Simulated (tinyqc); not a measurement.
Worked calculation: Pariser-Parr-Pople SCF with singles CI, for the molecule [CH2+]C=CC(=N)O (SMILES; centres numbered as the heavy atoms are written). One step of it, computed by the program tinyqc.

Problem. Iteration 2: orbitals and new P. Diagonalise F (the basis is taken as orthonormal) and form P = 2 sum c c over the lowest orbitals; 0.5 of the old P is kept.

F (eV), lower triangle:
```
            1C          2C          3C          4C          5N          6O
1C  -10.597232
2C   -5.048395  -12.953789
3C   -1.012470   -4.502299  -11.016565
4C    0.247356    0.022885   -3.905309  -11.954312
5N    0.324546    0.312184   -0.682271   -5.055619  -12.262455
6O    0.207126    0.262328   -0.343860   -4.220222    1.461321  -18.134135
```

pi electrons, sum of z_r less the charge = 6

P after iteration 1, lower triangle:
```
           1C         2C        3C        4C         5N        6O
1C   0.570910
2C   0.759330   1.044174
3C   0.386453   0.614900  0.581675
4C  -0.134801  -0.008738  0.456892  0.986624
5N  -0.225537  -0.169251  0.257676  0.715673   1.192103
6O  -0.123456  -0.106971  0.123249  0.498877  -0.521761  1.624513
```

Give: orbital energies; P after iteration 2.

Solution.

orbital energies (eV): -21.324  -19.113  -16.515  -9.605  -6.150  -4.211

P after iteration 2, lower triangle:
```
        1C      2C     3C     4C      5N     6O
1C   0.552
2C   0.757   1.070
3C   0.380   0.616  0.570
4C  -0.126  -0.014  0.444  0.972
5N  -0.232  -0.178  0.285  0.754   1.123
6O  -0.083  -0.088  0.081  0.456  -0.473  1.713
```
